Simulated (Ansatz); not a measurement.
Tetradymite Bi₂Te₃, treated with PBEsol-D3(BJ) (Ansatz, a quantum-chemistry and plane-wave program, plane waves, PAW).

The input as run:

Ansatz 0.2 input:
```yaml
crystal:
  lattice:
    - [10.0825830522, -2.1857624009, -0.0173276662]
    - [10.0825830522, 2.1857624009, -0.0173276662]
    - [9.6151969553, 0.0, 3.7395622785]
  atoms:
    - { symbol: Bi, position: [0.4007240771, 0.4007240771, 0.4007240771] }
    - { symbol: Bi, position: [0.5992759229, 0.5992759229, 0.5992759229] }
    - { symbol: Te, position: [0.0, 0.0, 0.0] }
    - { symbol: Te, position: [0.2073894251, 0.2073894251, 0.2073894251] }
    - { symbol: Te, position: [0.7926105749, 0.7926105749, 0.7926105749] }
basis:
  ecutwfc: 520
  ecutrho_ratio: 4
  xc_grid: 2
kpoints:
  mp_grid: { grid: [10, 10, 10] }
hamiltonian:
  xc: pbesol
  dispersion: d3bj
  pseudopotentials: { kind: paw }
scf:
  occupations: { method: fermi_dirac, width: 0.01 }
output:
  forces: true
  stress: true
  eigenvalues: true
relax:
  f_tol: 0.004
  escape_saddle: false
  max_steps: 80
  cell: { stress_tol: 0.02, fix: [volume] }
```

Excerpt of the program's output:

```
WARN crystal.lattice misses the space group found at crystal.symmetry.tolerance 1.0e-5 in a digit that the deck types, which is why this is a warning …
Relaxation: its limit of steps is 80 (relax.max_steps)
Crystal: 5 atoms, lattice volume = 165.554 Å³
Basis set: ecut = 520 eV, 4459 PW (Γ), FFT grids on a1−a3, a2−a3, a3, exchange–correlation on 72×72×160 points (8 copies of the dense FFT grid, shifted against one another)
Bands: 47, of which v1, the nominal top of the filled ones, is band 39 counted from 1 (38 counted from 0)
Symmetry: 12 space group operations
Space group: R-3m (ITA 166), of the structure as read, at distance tolerance 5.5e-5 Å
k-points: 116 of 1000
Functional: x = pbesol(κ = 0.804, μ = 0.12345679012345678), c = pbesol(β = 0.046)
SCF iter   1: F=—  HF=-45191.896422 eV  |F-HF|=—  |Δ(HF+E_count)|=         —  Δρ=1.94e-3  dr2=8.55e-3
SCF iter   2: F=—  HF=-45191.890098 eV  |F-HF|=—  |Δ(HF+E_count)|=   6.32e-3  Δρ=1.06e-3  dr2=1.79e-3
  ...
SCF 1 converged in 7 iterations: F = -45191.889765 eV  dr2 = 4.23e-8
Crystal: 5 atoms, lattice volume = 165.554 Å³
Initial density: handed on by an earlier stage of this run
SCF 2 converged in 6 iterations: F = -45191.896484 eV  dr2 = 4.59e-8
Crystal: 5 atoms, lattice volume = 165.554 Å³
SCF 3 converged in 5 iterations: F = -45191.899485 eV  dr2 = 1.66e-7
Crystal: 5 atoms, lattice volume = 165.554 Å³
SCF 4 converged in 5 iterations: F = -45191.899731 eV  dr2 = 6.38e-9
Crystal: 5 atoms, lattice volume = 165.554 Å³
Basis set: ecut = 520 eV, 4465 PW (Γ), FFT grids on a1−a3, a2−a3, a3, exchange–correlation on 72×72×160 points (8 copies of the dense FFT grid, shifted against one another)
SCF 5 converged in 5 iterations: F = -45191.899760 eV  dr2 = 1.48e-9
Crystal: 5 atoms, lattice volume = 165.554 Å³
SCF iter   5: F=—  HF=-45191.899761 eV  |F-HF|=—  |Δ(HF+E_count)|=  7.28e-11  Δρ=1.10e-7  dr2=3.77e-11
SCF iter   6: F=-45191.899761 eV  HF=-45191.899761 eV  |F-HF|=7.28e-12  |Δ(HF+E_count)|=  7.28e-12  Δρ=3.80e-8  dr2=7.96e-12
SCF 6 converged in 6 iterations: F = -45191.899761 eV  dr2 = 7.96e-12
SCF converged after 6 iterations
Free energy (F): -45191.899761 eV
Internal energy: -45191.899761 eV  (E = F + TS)
E sigma→0 (E₀):  -45191.899761 eV
Fermi energy:    9.623679 eV
--- Forces (eV/Å), atoms counted from 1 ---
  atom   1  Bi    -0.00059361    -0.00000000    -0.00007385
  atom   2  Bi     0.00059361     0.00000000     0.00007385
  atom   3  Te     0.00000000    -0.00000000     0.00000000
  atom   4  Te    -0.00015705    -0.00000000    -0.00001954
  atom   5  Te     0.00015705     0.00000000     0.00001954
--- Stress (GPa, compression-positive) ---
       -1.633978       0.000000       0.000310
        0.000000      -1.636468       0.000000
        0.000310       0.000000      -1.636429
  P = ⅓ Tr σ = -1.6356 GPa (-16.356 kbar)
```

The cell is one volume of an energy–volume scan, off the minimum.

The PAW data were made under PBE.

Cost on a shared machine: about 4 core-minutes (a rough figure).
